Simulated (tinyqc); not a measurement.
Inside a calculation. Method: UKS/B3LYP (VWN-RPA form) in the sto-3g basis, for H2O, spin multiplicity 3. One step of it, computed by the program tinyqc.

Problem. Iteration 2: building the Kohn-Sham matrix. J_ij = sum D_kl (ij|kl) with D = D(alpha) + D(beta), K_ij = sum D_kl (ik|jl) for each spin; F = H + J - 0.2 K(s) + V_xc; E = tr D H + tr D J / 2 - 0.1 sum_s tr D(s) K(s) + E_xc + E_nn.

D(alpha) after iteration 1, lower triangle:
```
            1O 1s      1O 2s    1O 2px     1O 2py     1O 2pz     2H 1s     3H 1s
1O 1s    1.062570
1O 2s   -0.270951   1.186193
1O 2px   0.000000   0.000000  1.000000
1O 2py   0.000863  -0.008923  0.000000   0.125763
1O 2pz  -0.010057   0.062783  0.000000  -0.089440   1.023591
2H 1s    0.042904  -0.269349  0.000000   0.238628  -0.094649  0.903359
3H 1s    0.040436  -0.253837  0.000000  -0.179652  -0.164308  0.154332  0.951370
```

D(beta) after iteration 1, lower triangle:
```
            1O 1s      1O 2s    1O 2px     1O 2py    1O 2pz     2H 1s     3H 1s
1O 1s    1.059131
1O 2s   -0.253110   1.093635
1O 2px   0.000000   0.000000  0.000000
1O 2py  -0.003963   0.016509  0.000000   0.245547
1O 2pz   0.039722  -0.195769  0.000000  -0.053536  0.296195
2H 1s    0.018829  -0.143836  0.000000   0.248777  0.281434  0.652672
3H 1s    0.006578  -0.078856  0.000000  -0.282289  0.298994  0.001089  0.533226
```

core Hamiltonian H = T + V (hartree), lower triangle:
```
             1O 1s      1O 2s     1O 2px     1O 2py     1O 2pz      2H 1s      3H 1s
1O 1s   -32.365256
1O 2s    -7.528619  -8.993412
1O 2px    0.000000   0.000000  -7.169374
1O 2py   -0.000472  -0.005802   0.000000  -7.234356
1O 2pz   -0.007775  -0.097698   0.000000  -0.002364  -7.196693
2H 1s    -0.638546  -1.700327   0.000000  -1.137694  -0.753478  -3.728949
3H 1s    -0.563917  -1.529948   0.000000   1.035516  -0.686100  -0.334025  -3.615286
```

Two-electron integrals (ij|kl) in chemists' order, unique and non-zero (hartree):
```
(11|11) 4.785065    (21|11) 0.741380    (21|21) 0.136873    (22|11) 1.118947
(22|21) 0.256633    (22|22) 0.817206    (31|31) 0.024477    (32|31) 0.037809
(32|32) 0.180518    (33|11) 1.115814    (33|21) 0.256684    (33|22) 0.817023
(33|33) 0.880159    (41|41) 0.024477    (42|41) 0.037809    (42|42) 0.180518
(43|43) 0.047444    (44|11) 1.115814    (44|21) 0.256684    (44|22) 0.817023
(44|33) 0.785270    (44|44) 0.880159    (51|51) 0.024477    (52|51) 0.037809
(52|52) 0.180518    (53|53) 0.047444    (54|54) 0.047444    (55|11) 1.115814
(55|21) 0.256684    (55|22) 0.817023    (55|33) 0.785270    (55|44) 0.785270
(55|55) 0.880159    (61|11) 0.062963    (61|21) 0.011540    (61|22) 0.021550
(61|33) 0.021513    (61|41) 0.000415    (61|42) 0.000790    (61|44) 0.021594
(61|51) 0.000269    (61|52) 0.000512    (61|54) 0.000053    (61|55) 0.021547
(61|61) 0.000984    (62|11) 0.183365    (62|21) 0.042717    (62|22) 0.154639
(62|33) 0.151874    (62|41) 0.002642    (62|42) 0.021972    (62|44) 0.157601
(62|51) 0.001714    (62|52) 0.014251    (62|54) 0.003715    (62|55) 0.154283
(62|61) 0.003676    (62|62) 0.039270    (63|31) 0.004080    (63|32) 0.025142
(63|43) 0.004330    (63|53) 0.002808    (63|63) 0.005083    (64|11) 0.122252
(64|21) 0.028811    (64|22) 0.111496    (64|33) 0.106744    (64|41) 0.005594
(64|42) 0.039651    (64|44) 0.119252    (64|51) 0.000982    (64|52) 0.009410
(64|54) 0.005304    (64|55) 0.108363    (64|61) 0.002563    (64|62) 0.034522
(64|64) 0.035130    (65|11) 0.079290    (65|21) 0.018686    (65|22) 0.072314
(65|33) 0.069232    (65|41) 0.000982    (65|42) 0.009410    (65|44) 0.071728
(65|51) 0.004717    (65|52) 0.031245    (65|54) 0.005949    (65|55) 0.075899
(65|61) 0.001662    (65|62) 0.022390    (65|64) 0.019488    (65|65) 0.017723
(66|11) 0.379778    (66|21) 0.089834    (66|22) 0.374950    (66|33) 0.362391
(66|41) 0.005922    (66|42) 0.070261    (66|44) 0.388667    (66|51) 0.003841
(66|52) 0.045570    (66|54) 0.017042    (66|55) 0.373444    (66|61) 0.007752
(66|62) 0.131271    (66|64) 0.132387    (66|65) 0.085863    (66|66) 0.774606
(71|11) 0.055618    (71|21) 0.010193    (71|22) 0.019032    (71|33) 0.019001
(71|41) -0.000362   (71|42) -0.000690   (71|44) 0.019069    (71|51) 0.000235
(71|52) 0.000447    (71|54) -0.000045   (71|55) 0.019029    (71|61) 0.000856
(71|62) 0.003139    (71|64) 0.002044    (71|65) 0.001422    (71|66) 0.006598
(71|71) 0.000767    (72|11) 0.164428    (72|21) 0.038314    (72|22) 0.139044
(72|33) 0.136572    (72|41) -0.002359   (72|42) -0.019787   (72|44) 0.141695
(72|51) 0.001529    (72|52) 0.012826    (72|54) -0.003320   (72|55) 0.138724
(72|61) 0.003188    (72|62) 0.026446    (72|64) 0.016558    (72|65) 0.014616
(72|66) 0.068822    (72|71) 0.002910    (72|72) 0.032046    (73|31) 0.003631
(73|32) 0.022486    (73|43) -0.003884   (73|53) 0.002518    (73|63) 0.003231
(73|73) 0.004116    (74|11) -0.110729   (74|21) -0.026099   (74|22) -0.101286
(74|33) -0.097019   (74|41) 0.004982    (74|42) 0.035577    (74|44) -0.108248
(74|51) -0.000876   (74|52) -0.008485   (74|54) 0.004761    (74|55) -0.098473
(74|61) -0.002098   (74|62) -0.016794   (74|64) -0.007700   (74|65) -0.009147
(74|66) -0.042618   (74|71) -0.002047   (74|72) -0.028476   (74|74) 0.029173
(75|11) 0.071772    (75|21) 0.016917    (75|22) 0.065651    (75|33) 0.062886
(75|41) -0.000876   (75|42) -0.008485   (75|44) 0.065129    (75|51) 0.004198
(75|52) 0.027986    (75|54) -0.005338   (75|55) 0.068863    (75|61) 0.001458
(75|62) 0.014729    (75|64) 0.009113    (75|65) 0.011243    (75|66) 0.041339
(75|71) 0.001327    (75|72) 0.018457    (75|74) -0.016241   (75|75) 0.014644
(76|11) 0.032620    (76|21) 0.007672    (76|22) 0.030296    (76|33) 0.029653
(76|41) -0.000005   (76|42) -0.000070   (76|44) 0.030255    (76|51) 0.000485
(76|52) 0.004901    (76|54) -0.000012   (76|55) 0.030947    (76|61) 0.000652
(76|62) 0.007539    (76|64) 0.005844    (76|65) 0.004889    (76|66) 0.026818
(76|71) 0.000576    (76|72) 0.006877    (76|74) -0.005435   (76|75) 0.004504
(76|76) 0.001944    (77|11) 0.365592    (77|21) 0.086490    (77|22) 0.361793
(77|33) 0.350168    (77|41) -0.005521   (77|42) -0.066158   (77|44) 0.374513
(77|51) 0.003579    (77|52) 0.042882    (77|54) -0.015780   (77|55) 0.360396
(77|61) 0.007195    (77|62) 0.073992    (77|64) 0.045393    (77|65) 0.043959
(77|66) 0.223177    (77|71) 0.006584    (77|72) 0.116077    (77|74) -0.118562
(77|75) 0.076849    (77|76) 0.026818    (77|77) 0.774606
```

nuclear repulsion = 6.22336352 hartree

V_xc(alpha) (hartree), lower triangle:
```
            1O 1s      1O 2s     1O 2px     1O 2py     1O 2pz      2H 1s      3H 1s
1O 1s   -2.499074
1O 2s   -0.343037  -0.633187
1O 2px   0.000000   0.000000  -0.646630
1O 2py  -0.000013  -0.001296   0.000000  -0.585596
1O 2pz  -0.000113  -0.005229   0.000000   0.007097  -0.652930
2H 1s   -0.029331  -0.116194   0.000000  -0.084819  -0.058180  -0.423642
3H 1s   -0.025931  -0.104000   0.000000   0.076619  -0.053259  -0.022193  -0.423676
```

V_xc(beta) (hartree), lower triangle:
```
            1O 1s      1O 2s     1O 2px     1O 2py     1O 2pz      2H 1s      3H 1s
1O 1s   -2.482287
1O 2s   -0.330018  -0.556894
1O 2px   0.000000   0.000000  -0.524293
1O 2py  -0.000184  -0.002345   0.000000  -0.563722
1O 2pz   0.002201   0.011051   0.000000   0.006001  -0.568182
2H 1s   -0.028267  -0.106559   0.000000  -0.082386  -0.052723  -0.402060
3H 1s   -0.024976  -0.094856   0.000000   0.073424  -0.047804  -0.020690  -0.385872
```

E_xc = sum of w rho eps_xc = -7.24818357 hartree

Give: Coulomb J; exchange K(alpha); exchange K(beta); F(alpha); F(beta); total energy of this density.

Solution.

Coulomb J (hartree), lower triangle:
```
          1O 1s   1O 2s  1O 2px   1O 2py  1O 2pz   2H 1s   3H 1s
1O 1s   16.0955
1O 2s    2.9813  7.3279
1O 2px   0.0000  0.0000  7.2867
1O 2py   0.0018  0.0156  0.0000   7.3202
1O 2pz   0.0051  0.1063  0.0000  -0.0098  7.3534
2H 1s    0.2519  1.4351  0.0000   1.0613  0.7095  4.1542
3H 1s    0.2224  1.2872  0.0000  -0.9582  0.6441  0.2959  4.0267
```

exchange K(alpha) (hartree), lower triangle:
```
         1O 1s   1O 2s  1O 2px   1O 2py  1O 2pz   2H 1s   3H 1s
1O 1s   4.8983
1O 2s   0.8246  1.3014
1O 2px  0.0000  0.0000  1.1416
1O 2py  0.0005  0.0063  0.0000   0.5382
1O 2pz  0.0011  0.0207  0.0000  -0.0610  1.1449
2H 1s   0.0738  0.2706  0.0000   0.2234  0.1279  0.7512
3H 1s   0.0651  0.2427  0.0000  -0.1993  0.1106  0.0619  0.7645
```

exchange K(beta) (hartree), lower triangle:
```
         1O 1s    1O 2s  1O 2px   1O 2py  1O 2pz   2H 1s   3H 1s
1O 1s   4.8556
1O 2s   0.7664   1.0228
1O 2px  0.0000   0.0000  0.2323
1O 2py  0.0003   0.0126  0.0000   0.5824
1O 2pz  0.0021  -0.0686  0.0000  -0.0413  0.5727
2H 1s   0.0681   0.2425  0.0000   0.2276  0.1744  0.6282
3H 1s   0.0604   0.2246  0.0000  -0.2177  0.1764  0.0460  0.5465
```

F(alpha) (hartree), lower triangle:
```
           1O 1s    1O 2s   1O 2px   1O 2py   1O 2pz    2H 1s    3H 1s
1O 1s   -19.7485
1O 2s    -5.0553  -2.5589
1O 2px    0.0000   0.0000  -0.7576
1O 2py    0.0012   0.0073   0.0000  -0.6073
1O 2pz   -0.0030  -0.0007   0.0000   0.0072  -0.7251
2H 1s    -0.4307  -0.4356   0.0000  -0.2059  -0.1277  -0.1486
3H 1s    -0.3804  -0.3953   0.0000   0.1938  -0.1174  -0.0727  -0.1652
```

F(beta) (hartree), lower triangle:
```
           1O 1s    1O 2s   1O 2px   1O 2py   1O 2pz    2H 1s    3H 1s
1O 1s   -19.7231
1O 2s    -5.0307  -2.4269
1O 2px    0.0000   0.0000  -0.4534
1O 2py    0.0011   0.0050   0.0000  -0.5943
1O 2pz   -0.0009   0.0334   0.0000   0.0021  -0.5260
2H 1s    -0.4285  -0.4203   0.0000  -0.2043  -0.1315  -0.1025
3H 1s    -0.3785  -0.3825   0.0000   0.1943  -0.1251  -0.0680  -0.0838
```

total energy of this density = -74.713150 hartree
